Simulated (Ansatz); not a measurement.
Two shapes of singlet PH3.

Shape 1:

```xyz
4

P     0.0274   -0.0371    0.1495
H     1.1948   -0.0001   -0.6009
H    -0.6180    1.0376   -0.6968
H    -0.6345   -1.0155   -0.6784
```

Shape 2:

```xyz
4

P     0.0000    0.0000    0.1406
H     1.2922    0.0000   -0.7030
H    -0.6461    1.1191   -0.7030
H    -0.6461   -1.1191   -0.7030
```

Basis set: def2-TZVP (spherical functions). Frozen core: 5 orbitals. Charge 0, multiplicity 1.

Computed with Ansatz (development build ahead of 0.2.0); each method stands on the lowest determinant of its kind that the runs found.

**Question.** Which shape is lower in energy, and by how much in each method?

**Answer.**

```csv
method,E(2) − E(1) (eV)
RHF,0.365
RHF-MP2,0.336
```

Shape 1 is lower.
